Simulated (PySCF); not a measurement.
Broadened absorption spectrum of C4H8N2

Species: C4H8N2.
Geometry (GFN2-xTB, Å), atoms numbered from 1 in this order:
```
atom  x, y, z in Å
C1    -0.735    1.865   -0.565
C2     0.159    1.024   -0.054
C3    -0.017   -0.416    0.069
C4    -1.271   -1.040   -0.471
N5     0.812   -1.238    0.597
N6     1.953   -0.876    1.207
H7    -1.692    1.536   -0.931
H8    -0.540    2.922   -0.631
H9     1.097    1.429    0.308
H10   -1.223   -2.115   -0.327
H11   -2.143   -0.649    0.050
H12   -1.377   -0.825   -1.533
H13    2.374    0.025    0.998
H14    2.604   -1.645    1.261
```

Theory: PySCF, TDDFT wB97X-D/def2-SVPD, vertical, gas phase, core orbitals frozen in the response.

Each state is given a Gaussian of 0.3 eV full width at half maximum, with ε(max) = 2.175×10⁸ f / Δν̃ (Δν̃ the width in cm⁻¹). The width is an assumption, not a result. The curve ends short of the highest state used, and states not computed would add to its high-energy end.

```json
{"E (eV)": "4.50", "ε (L mol⁻¹ cm⁻¹)": "62"}
{"E (eV)": "4.62", "ε (L mol⁻¹ cm⁻¹)": "1133"}
{"E (eV)": "4.74", "ε (L mol⁻¹ cm⁻¹)": "8554"}
{"E (eV)": "4.85", "ε (L mol⁻¹ cm⁻¹)": "25068"}
{"E (eV)": "4.97", "ε (L mol⁻¹ cm⁻¹)": "34854"}
{"E (eV)": "5.08", "ε (L mol⁻¹ cm⁻¹)": "22238"}
{"E (eV)": "5.20", "ε (L mol⁻¹ cm⁻¹)": "6621"}
{"E (eV)": "5.32", "ε (L mol⁻¹ cm⁻¹)": "1217"}
{"E (eV)": "5.43", "ε (L mol⁻¹ cm⁻¹)": "199"}
{"E (eV)": "5.55", "ε (L mol⁻¹ cm⁻¹)": "16"}
{"E (eV)": "5.67", "ε (L mol⁻¹ cm⁻¹)": "3"}
{"E (eV)": "5.78", "ε (L mol⁻¹ cm⁻¹)": "36"}
{"E (eV)": "5.90", "ε (L mol⁻¹ cm⁻¹)": "324"}
{"E (eV)": "6.01", "ε (L mol⁻¹ cm⁻¹)": "1118"}
{"E (eV)": "6.13", "ε (L mol⁻¹ cm⁻¹)": "1843"}
{"E (eV)": "6.25", "ε (L mol⁻¹ cm⁻¹)": "1251"}
{"E (eV)": "6.36", "ε (L mol⁻¹ cm⁻¹)": "402"}
{"E (eV)": "6.48", "ε (L mol⁻¹ cm⁻¹)": "51"}
{"E (eV)": "6.60", "ε (L mol⁻¹ cm⁻¹)": "41"}
{"E (eV)": "6.71", "ε (L mol⁻¹ cm⁻¹)": "417"}
{"E (eV)": "6.83", "ε (L mol⁻¹ cm⁻¹)": "3013"}
{"E (eV)": "6.95", "ε (L mol⁻¹ cm⁻¹)": "10797"}
{"E (eV)": "7.06", "ε (L mol⁻¹ cm⁻¹)": "17518"}
{"E (eV)": "7.18", "ε (L mol⁻¹ cm⁻¹)": "13419"}
```

Question: Where are the band maxima, and which computed states make them?

Answer: 250 nm (4.95 eV), ε about 35000, made up of S1 (99%); 202 nm (6.14 eV), ε about 1800, made up of S3 (100%); 175 nm (7.08 eV), ε about 18000, made up of S5 (95%) (ε in L mol⁻¹ cm⁻¹; maxima over ε = 5, shares over 10%). The states used: S1 4.95 eV (f 0.387); S2 5.17 eV (f 0.015); S3 6.14 eV (f 0.021); S4 6.95 eV (f 0.014); S5 7.09 eV (f 0.188); S6 7.26 eV (f 0.0038); S7 7.67 eV (f 0.0010); S8 7.78 eV (f 0.012).

Question: On this curve, what absorbance would a 10⁻³ mol/L sample give at 248 nm over a 1 cm path?

Answer: 248 nm is 4.999 eV, where ε is about 33000 L mol⁻¹ cm⁻¹, so A = ε c l ≈ 33 (Beer–Lambert, with the gas-phase spectrum and the assumed width).

Question: What would ε be at 4.95 eV, the highest of these maxima, with half the width (0.15 eV)?

Answer: About 69400 L mol⁻¹ cm⁻¹ against 35100, a factor of about 1.98; a lone state at its own centre would give exactly 2.

One conformer stands for the species.
